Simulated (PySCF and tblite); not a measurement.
Values are calculated unless marked as measured or tabulated.
System: CH2ClO2S (charge -1), numbered as in [O:1]=[SH:2](=[O:3])[CH-:4][Cl:5].

Motion: pyramidal inversion at C4. GFN2-xTB gives an electronic barrier of 10.8 kcal/mol and a reaction energy of -1.4 kcal/mol.

The ion is treated without a counter-ion.

PBE0/pcSseg-1 + D3(BJ) on PBE0-D3(BJ)/def2-SVP geometries gives 1.4 kcal/mol and k(298 K) = 1×10¹² s⁻¹.

Task: What does PBE0/6-31G* + D3(BJ) give on PBE0-D3(BJ)/def2-SVP geometries?

Result: A barrier of 1.7 kcal/mol, 0.3 above the first DFT barrier (from unrounded values), a reaction energy of -1.3 kcal/mol and, with GFN2-xTB thermal terms, ΔG‡(298 K) = 1.4 kcal/mol and k = 5.9×10¹¹ s⁻¹ (1 equivalent path).

Programs: tblite and PySCF.
